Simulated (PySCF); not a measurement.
# Nitrosyl fluoride (NOF): NMR shifts, electronic excitations and K edges in gas and solvents, part 2 of 2

PySCF 2.14.0. Atoms count from 0. Earlier steps stand in the parts before.

**6. Excited states and response: wB97X-D/def2-SVPD in acetone**

Job settings and geometry (Å):

```
{"job": {"kind": "uv", "xc": "wB97X-D", "basis": "def2-SVPD", "solvent": "acetone", "nstates": 6, "ntriplets": 0}, "charge": 0, "multiplicity": 1}
O     -0.397837     0.898890    -0.288985
N      0.454740     0.175679    -0.085348
F     -0.055311    -1.108456     0.355604
```

Method: TDDFT wB97X-D/def2-SVPD, vertical, IEF-PCM acetone (non-equilibrium linear response), core orbitals frozen in the response.

Output:

```text
coarse grid: 3240 points
cycle   1  E = -229.2993494965  dE =  4.259e-01  |g| = 8.610e-01  |ddm| = 1.969e+00
cycle   2  E = -229.1578674254  dE =  1.415e-01  |g| = 1.314e+00  |ddm| = 1.246e+00
cycle   3  E = -229.4441054350  dE = -2.862e-01  |g| = 5.540e-02  |ddm| = 7.401e-01
cycle   4  E = -229.4445233505  dE = -4.179e-04  |g| = 3.220e-02  |ddm| = 5.347e-02
cycle   5  E = -229.4446739472  dE = -1.506e-04  |g| = 1.659e-02  |ddm| = 2.876e-02
cycle   6  E = -229.4447259647  dE = -5.202e-05  |g| = 2.905e-03  |ddm| = 1.096e-02
cycle   7  E = -229.4447305970  dE = -4.632e-06  |g| = 7.185e-04  |ddm| = 6.359e-03
final grid: 33808 points
cycle   8  E = -229.4751261863  dE = -2.161e-05  |g| = 5.642e-03  |ddm| = 3.305e-02
cycle   9  E = -229.4751201444  dE =  6.042e-06  |g| = 8.574e-03  |ddm| = 8.996e-03
cycle  10  E = -229.4751319077  dE = -1.176e-05  |g| = 5.520e-04  |ddm| = 4.719e-03
cycle  11  E = -229.4751319573  dE = -4.961e-08  |g| = 3.995e-04  |ddm| = 7.879e-04
cycle  12  E = -229.4751319954  dE = -3.802e-08  |g| = 9.671e-05  |ddm| = 4.674e-04
cycle  13  E = -229.4751319990  dE = -3.599e-09  |g| = 2.841e-05  |ddm| = 1.525e-04
cycle  14  E = -229.4751319996  dE = -6.585e-10  |g| = 5.892e-06  |ddm| = 7.155e-05
converged SCF energy = -229.4751319996

Static polarisability (au): isotropic 19.346, principal 13.474 16.303 28.262

Singlet excitations
state   eV       nm        f      main configurations
  1   4.0866    303.4   0.00231   H->L 0.99
  2   6.4246    193.0   0.00040   H-1->L 0.98
  3   7.2260    171.6   0.00516   H-2->L 0.78, H->L+1 0.21
  4   9.4786    130.8   0.19451   H->L+1 0.45, H-1->L+1 0.40, H-2->L 0.10
  5   9.7481    127.2   0.00137   H-3->L 0.94
  6   9.9447    124.7   0.17225   H-1->L+1 0.53, H->L+1 0.23, H-4->L 0.10
```

Wall time 1.3 s (1 thread of Arm Neoverse V2, shared host); peak memory 0.31 GiB.

Key values: HOMO -11.78 eV, LUMO -1.32 eV; lowest singlet 4.09 eV.

**7. Excited states and response: wB97X-D/def2-SVPD in dichloromethane**

Job settings and geometry (Å):

```
{"job": {"kind": "uv", "xc": "wB97X-D", "basis": "def2-SVPD", "solvent": "dichloromethane", "nstates": 6, "ntriplets": 0}, "charge": 0, "multiplicity": 1}
O     -0.397837     0.898890    -0.288985
N      0.454740     0.175679    -0.085348
F     -0.055311    -1.108456     0.355604
```

Method: TDDFT wB97X-D/def2-SVPD, vertical, IEF-PCM dichloromethane (non-equilibrium linear response), core orbitals frozen in the response.

Output:

```text
coarse grid: 3240 points
cycle   1  E = -229.2983728834  dE =  4.269e-01  |g| = 8.631e-01  |ddm| = 1.969e+00
cycle   2  E = -229.1536771501  dE =  1.447e-01  |g| = 1.323e+00  |ddm| = 1.251e+00
cycle   3  E = -229.4438645031  dE = -2.902e-01  |g| = 5.520e-02  |ddm| = 7.440e-01
cycle   4  E = -229.4442818253  dE = -4.173e-04  |g| = 3.178e-02  |ddm| = 5.301e-02
cycle   5  E = -229.4444266985  dE = -1.449e-04  |g| = 1.683e-02  |ddm| = 2.876e-02
cycle   6  E = -229.4444799564  dE = -5.326e-05  |g| = 2.907e-03  |ddm| = 1.097e-02
cycle   7  E = -229.4444845870  dE = -4.631e-06  |g| = 7.221e-04  |ddm| = 6.273e-03
final grid: 33808 points
cycle   8  E = -229.4748766149  dE = -2.163e-05  |g| = 5.651e-03  |ddm| = 3.303e-02
cycle   9  E = -229.4748704367  dE =  6.178e-06  |g| = 8.625e-03  |ddm| = 9.026e-03
cycle  10  E = -229.4748823560  dE = -1.192e-05  |g| = 5.596e-04  |ddm| = 4.753e-03
cycle  11  E = -229.4748824064  dE = -5.034e-08  |g| = 4.017e-04  |ddm| = 7.862e-04
cycle  12  E = -229.4748824448  dE = -3.844e-08  |g| = 9.682e-05  |ddm| = 4.668e-04
cycle  13  E = -229.4748824484  dE = -3.642e-09  |g| = 2.808e-05  |ddm| = 1.519e-04
cycle  14  E = -229.4748824491  dE = -6.775e-10  |g| = 5.963e-06  |ddm| = 7.264e-05
converged SCF energy = -229.4748824491

Static polarisability (au): isotropic 18.996, principal 13.242 16.012 27.732

Singlet excitations
state   eV       nm        f      main configurations
  1   4.0761    304.2   0.00235   H->L 0.99
  2   6.4065    193.5   0.00040   H-1->L 0.98
  3   7.2118    171.9   0.00545   H-2->L 0.78, H->L+1 0.21
  4   9.4640    131.0   0.19950   H->L+1 0.45, H-1->L+1 0.40, H-2->L 0.10
  5   9.7406    127.3   0.00142   H-3->L 0.94
  6   9.9316    124.8   0.17352   H-1->L+1 0.54, H->L+1 0.23, H-4->L 0.10
```

It took 1.3 s on 1 thread of Arm Neoverse V2, shared host; peak memory 0.31 GiB.

Key values: HOMO -11.79 eV, LUMO -1.33 eV; lowest singlet 4.08 eV.

**8. K-edge absorption: BHandHLYP/aug-pcX-1**

Job settings and geometry (Å):

```
{"job": {"kind": "xas", "xc": "BHandHLYP", "basis": {"default": "aug-pcX-1", "H": "pcseg-1"}}, "charge": 0, "multiplicity": 1}
O     -0.397837     0.898890    -0.288985
N      0.454740     0.175679    -0.085348
F     -0.055311    -1.108456     0.355604
```

Method: core-valence-separated TDA BHandHLYP/aug-pcX-1 H:pcseg-1, K edges, non-relativistic, gas phase.

Output:

```text
coarse grid: 3240 points
cycle   1  E = -229.4043592434  dE =  4.504e-01  |g| = 8.915e-01  |ddm| = 1.797e+00
cycle   2  E = -229.2149684814  dE =  1.894e-01  |g| = 1.469e+00  |ddm| = 1.039e+00
cycle   3  E = -229.5497708450  dE = -3.348e-01  |g| = 5.488e-02  |ddm| = 5.995e-01
cycle   4  E = -229.5504104962  dE = -6.397e-04  |g| = 2.459e-02  |ddm| = 5.704e-02
cycle   5  E = -229.5505375286  dE = -1.270e-04  |g| = 9.675e-03  |ddm| = 2.289e-02
cycle   6  E = -229.5505586359  dE = -2.111e-05  |g| = 6.818e-03  |ddm| = 8.441e-03
cycle   7  E = -229.5505712167  dE = -1.258e-05  |g| = 1.021e-03  |ddm| = 7.345e-03
cycle   8  E = -229.5505721904  dE = -9.737e-07  |g| = 2.840e-04  |ddm| = 2.799e-03
final grid: 33808 points
cycle   9  E = -229.5650625936  dE = -3.724e-05  |g| = 2.496e-03  |ddm| = 6.831e-03
cycle  10  E = -229.5650615954  dE =  9.983e-07  |g| = 3.314e-03  |ddm| = 2.492e-03
cycle  11  E = -229.5650632934  dE = -1.698e-06  |g| = 4.068e-04  |ddm| = 1.584e-03
cycle  12  E = -229.5650633113  dE = -1.791e-08  |g| = 3.025e-04  |ddm| = 3.118e-04
cycle  13  E = -229.5650633254  dE = -1.408e-08  |g| = 2.949e-05  |ddm| = 1.525e-04
cycle  14  E = -229.5650633260  dE = -5.563e-10  |g| = 5.382e-06  |ddm| = 5.728e-05
converged SCF energy = -229.5650633260

N K edge
   eV          f      from atoms
  398.225   0.08762   N1
  401.959   0.09641   N1
  408.302   0.00845   N1
  409.245   0.00249   N1
  409.284   0.00092   N1
  409.671   0.00167   N1
  411.351   0.00058   N1
  411.887   0.00041   N1

O K edge
   eV          f      from atoms
  529.109   0.05989   O0
  535.680   0.02431   O0
  538.127   0.00210   O0
  539.374   0.00266   O0
  539.548   0.00231   O0
  539.856   0.00294   O0
  541.162   0.00479   O0
  541.485   0.00342   O0

F K edge
   eV          f      from atoms
  682.429   0.01027   F2
  682.614   0.04941   F2
  687.769   0.00268   F2
  688.605   0.00546   F2
  688.908   0.00400   F2
  689.223   0.00062   F2
  690.818   0.00404   F2
  691.099   0.00358   F2
```

Wall time 1.2 s (1 thread of Arm Neoverse V2, shared host); peak memory 0.34 GiB.

**9. Run by run: NMR shifts**

Shifts (ppm), with basis size and wall time:

```csv
run,O0,N1,F2,functions,time
PBE0/pcSseg-1 in acetone,855.1,562.2,480.1,51,1.3 s
PBE0/pcSseg-1 in dichloromethane,855.9,562.9,483.8,51,0.69 s
```

The continuum's effect on the ground state:

```csv
solvent,ε,polarisation energy (Eh),μ (D)
dichloromethane,8.93,-0.0024,1.29
acetone,20.49,-0.0027,1.31
```

**10. Side by side: electronic excitations**

Excitations and ground-state properties, with basis size and wall time:

```csv
run,lowest singlet (eV),brightest (eV),f,gap (eV),α (Å³),μ (D),functions,time
wB97X-D/def2-SVPD,4.02,9.49,0.078,10.38,2.39,1.15,66,2 s
wB97X-D/def2-SVPD in acetone,4.09,9.48,0.195,10.46,2.87,1.42,66,1.3 s
wB97X-D/def2-SVPD in dichloromethane,4.08,9.46,0.200,10.45,2.81,1.39,66,1.3 s
```

The continuum's effect on the ground state:

```csv
solvent,ε,polarisation energy (Eh),μ (D)
dichloromethane,8.93,-0.0024,1.39
acetone,20.49,-0.0027,1.42
```

**11. Outcome**

This closing draws on all 2 parts.

```
                                         quantity                                                  value
                                      point group                                                     Cs
             rotational constants (main isotopes)                                99.26, 12.47, 11.08 GHz
  17O shifts against H2O (PBE0/pcSseg-1, acetone)                                              855.1 ppm
  15N shifts against NH3 (PBE0/pcSseg-1, acetone)                                              562.2 ppm
19F shifts against CFCl3 (PBE0/pcSseg-1, acetone)                                              480.1 ppm
               lowest singlet (wB97X-D/def2-SVPD)                            4.02 eV (309 nm), f = 0.002
         brightest single state of those computed                            state 4, 9.49 eV, f = 0.078
            surface potential, 1st and 99th percentile                                     -0.72 V and 1.27 V
                                         N K edge  first line 398.23 eV, strongest 401.96 eV (f = 0.096)
                                         O K edge  first line 529.11 eV, strongest 529.11 eV (f = 0.060)
                                         F K edge  first line 682.43 eV, strongest 682.61 eV (f = 0.049)
                         range of the shift of F2                                     480.1 to 483.8 ppm
                      range of the lowest singlet                                        4.02 to 4.09 eV
```

What this shows: The optimisation took 8 steps and gained 0.008 eV; among the close pairs (by a distance rule), N1–F2 changed most, from 1.478 to 1.450 Å. No frequency check was run at this level, so the end point may be a saddle. The dipole moment, 1.15 D, compares with 1.81 D measured. By nearest atom (wB97X-D/def2-SVPD), the HOMO sits on O0 39 %; N1 31 % and the LUMO on N1 56 %; O0 38 %. At the O edge the strongest single line lifts a 1s electron of O0 into LUMO (weight 0.96), and it is the first line. At the F edge the strongest single line lifts a 1s electron of F2 into several orbitals, led by LUMO+1 (weight 0.64), 0.2 eV above the first line. Absolute edge energies from this method are off by several eV; spacings are better. In ppm, F2 moves most: its shift spreads over 3.6 ppm, from 480.1 (PBE0/pcSseg-1 in acetone) to 483.8 (PBE0/pcSseg-1 in dichloromethane). The lowest singlet runs from 4.02 eV (wB97X-D/def2-SVPD) to 4.09 eV (wB97X-D/def2-SVPD in acetone), while the orbital gap spans 10.38 to 10.46 eV. The lowest state need not be the same one in every run.
